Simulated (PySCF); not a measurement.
Start geometry of `P` (PH3) from GFN2-xTB (Å):
```
atom  x, y, z in Å
P1    -0.005    0.004    0.565
H2    -0.453    1.062   -0.214
H3     1.154   -0.128   -0.185
H4    -0.675   -0.929   -0.212
```

Task: What comes out of this run: PySCF 2.14.0, PBE0-D3(BJ)/def2-SVP geometry optimisation, gas phase?

Result: 
```
atom  x, y, z in Å
P1    -0.0045    0.0039    0.5743
H2    -0.4703    1.0984   -0.2175
H3     1.1972   -0.1318   -0.1867
H4    -0.7019   -0.9610   -0.2158
```

The energy falls by 5.8 kJ/mol over 4 energy and gradient evaluations, the largest force component goes from 0.0273 to 1.7e-05 Eh/bohr, and the atoms move by 0.036 Å rms after alignment. Among the bonds, P1–H2, P1–H3 and P1–H4 change most and about equally (+0.041 to +0.042 Å). Bonds longer at the end by more than 0.005 Å: 3 of 3; shorter: 0. Rotational constants go from 138971, 138418, 125314 to 131459, 131451, 116757 MHz. The orientation of the end geometry is arbitrary; only internal coordinates are fixed.

The run used 33 basis functions and 18 SCF cycles in all. Rough CPU time on one thread of a shared machine: under 1 s.

PBE0-D3(BJ)/def2-SVP frequencies: not computed here.
